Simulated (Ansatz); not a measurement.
Basis-set series for FHMgO (`[OH][Mg][F]`). Total charge 0; spin multiplicity 1. All single points use the PBE0-D4/def2-TZVP geometry. It is one conformer, not always the lowest.

| functional | basis | functions | energy (Eh) | HOMO (eV) | LUMO (eV) |
| --- | --- | --- | --- | --- | --- |
| PBE0-D4 | def2-SVP | 51 | -375.36200 | -8.13 | -1.31 |
| PBE0-D4 | def2-QZVPP | 207 | -375.67493 | -8.30 | -1.39 |
| ωB97M-V | def2-SVP | 51 | -375.58723 | -10.67 | -0.01 |
| ωB97M-V | def2-QZVPP | 207 | -375.90116 | -10.84 | -0.28 |

Question: Give the rows for def2-TZVPP. (Best estimate.)

Answer: Computed: 
```json
{"functional": "PBE0-D4", "basis": "def2-TZVPP", "functions": "108", "energy (Eh)": "-375.65313", "HOMO (eV)": "-8.28", "LUMO (eV)": "-1.38"}
{"functional": "ωB97M-V", "basis": "def2-TZVPP", "functions": "108", "energy (Eh)": "-375.88078", "HOMO (eV)": "-10.82", "LUMO (eV)": "-0.13"}
```
